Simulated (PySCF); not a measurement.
**SiH: one state, many levels of theory**

State: ²Π (doublet), unpaired electrons π ↑. Set-up: PySCF, no relativity, basis sets Si def2-TZVPPD, H def2-TZVPPD. De refers to Si + H in their high-spin ground configurations, without counterpoise correction. The functionals are run spin-unrestricted. A positive dipole means Si(−)H(+).

```csv
Level,Re (Å),ωe (cm⁻¹),De (eV),μ (D)
UHF,1.514,2127,2.28,0.25
UHF-MP2,1.516,2101,2.95,n/a
UHF-SCS-MP2,1.517,2091,3.09,n/a
UHF-CCSD,1.522,2053,3.11,n/a
UHF-CCSD(T),1.524,2042,3.12,n/a
PBE,1.544,1952,3.12,0.06
revPBE,1.546,1947,3.08,0.07
PW91,1.541,1960,3.15,0.06
BP86,1.543,1950,3.29,0.05
r²SCAN,1.529,2019,3.13,0.15
PBE0,1.531,2024,3.10,0.13
M06-2X,1.515,2089,3.24,0.13
ωB97X-V,1.525,2063,3.25,0.18
B2PLYP,1.522,2051,3.17,0.13
```

(1) Which functional lies closest to UHF-CCSD(T) in De, which farthest, and by how much do they differ from it?

(2) What does a quarter of exact exchange do here, going from PBE to PBE0?

(3) What does the triples do here, going from UHF-CCSD to UHF-CCSD(T)?

Correlated steps freeze 5 core orbitals. B2PLYP dipoles, levels and charges come from its SCF part alone. The state was picked by a PBE0 search and need not be the measured ground state.

The whole job (state search and all levels along the bond) took about 2 min on 1 thread of Intel Xeon 6975P-C (shared host), peak memory 1.4 GiB.

## Answers

(1) Closest is PBE (+2.0 pm in Re, -4.4 % in ωe, +0.00 eV in De against UHF-CCSD(T) in the same basis), farthest BP86 (+1.9 pm in Re, -4.5 % in ωe, +0.17 eV in De). CCSD(T) converges more slowly with the basis than the functionals do and binds too weakly in this one, so the order can change at the basis-set limit.

(2) PBE0 less PBE: -1.3 pm in Re, +3.7 % in ωe, -0.02 eV in De. Exact exchange removes part of the self-interaction that spreads semilocal densities, and in most molecules shortens and stiffens the bond and lowers De; so it does here.

(3) UHF-CCSD(T) less UHF-CCSD: +0.2 pm in Re, -0.5 % in ωe, +0.01 eV in De. Correlation nearly always deepens the well. The bond lengthens, as in strong covalent bonds, where excitations into antibonding orbitals dominate.
